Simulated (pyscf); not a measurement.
Optimised with ωB97X-D3(BJ)/def2-SVP in PySCF.

Task: Estimate by transition-state theory the rate constant of :N–F (SMILES [N]F) [triplet] + F–SiH₂–F (SMILES F[SiH2]F) → F–N•–SiH(F)–F (SMILES F[N][SiH](F)F) + H• (SMILES [H]) (triplet surface; H–Si broken, N–Si formed) at 900 K, with ωB97M-D3(BJ)/def2-TZVP energies (ideal gas, 1 atm, RRHO with modes under 100 cm⁻¹ raised to 100, one conformer, R ln 2 for chiral ones without a mode under 150 cm⁻¹; no tunnelling).

Result: The electronic barrier is 42.5 kcal/mol and the thermal terms add +25.9, so ΔG‡ = 68.4 kcal/mol. With k_BT/h = 1.88e+13 s⁻¹ and RT = 1.788 kcal/mol, and a volume of 1.23e-19 cm³ per molecule at 1 atm, k = 5.6e-23 cm³ molecule⁻¹ s⁻¹. Wigner's tunnelling factor for 409i cm⁻¹ would be 1.02. A shift of 1 kcal/mol in the barrier changes k by a factor 1.7. The same reactants have a lower exit, to •HN–F + F–SiH•–F (barrier +25.9 kcal/mol at ωB97M-D3(BJ)/def2-TZVP, against +42.5 kcal/mol here). F–N•–SiH(F)–F + H• also meet on a surface of lower spin, which isn't treated here. F–N•–SiH(F)–F lies 92.3 kcal/mol over its isomer •HN–Si(F)(F)–F (electronic energy, ωB97M-D3(BJ)/def2-TZVP). One saddle was located; it need not be the lowest between these sides. The angle at the attacked Si is 152°.
